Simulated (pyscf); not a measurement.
`[S][Ga]([Cl])[Cl]` [doublet] + `[H][H]` → `[SH][Ga]([Cl])[Cl]` + `[H]` [doublet], a hydrogen abstraction (doublet surface; H–H broken, H–S formed). Structures and frequencies: ωB97X-D3(BJ)/def2-SVP in PySCF. Energies in eV from the separated reactants.

Small-basis levels: PySCF, no dispersion term, spherical d functions. GFN2-xTB: tblite. Open shells are spin-unrestricted. 

| level | barrier | reaction energy |
|---|---|---|
| HF/3-21G | 1.37 | +1.09 |
| HF/6-31G*+LANL2DZ | 1.15 | +0.70 |
| MP2/6-31G*+LANL2DZ | 0.87 | +0.50 |
| SVWN5/6-31G*+LANL2DZ | 0.19 | +0.48 |
| BP86/6-31G*+LANL2DZ | 0.71 | +0.81 |
| PBE/6-31G*+LANL2DZ | 0.59 | +0.63 |
| M06-2X/6-31G*+LANL2DZ | 0.80 | +0.66 |
| B3LYP/6-311+G**+LANL2DZ | 0.78 | +0.79 |
| GFN2-xTB | 0.08 | +0.17 |
| ωB97M-D3(BJ)/def2-TZVP | 0.72 | +0.57 |

Against the last row the barrier runs from -0.64 (GFN2-xTB) to +0.65 eV (HF/3-21G). At SVWN5/6-31G*+LANL2DZ, BP86/6-31G*+LANL2DZ, PBE/6-31G*+LANL2DZ, B3LYP/6-311+G**+LANL2DZ, GFN2-xTB this geometry lies under one side, so the entry may be no barrier of that level: it is a single point on another level's saddle. ωB97M-D3(BJ)/def2-TZVP has limits of its own. This is the saddle that the search found; another between the same sides may lie lower. The angle at the transferred H is 175°. In the def2 sets elements up to Kr have no core potential.
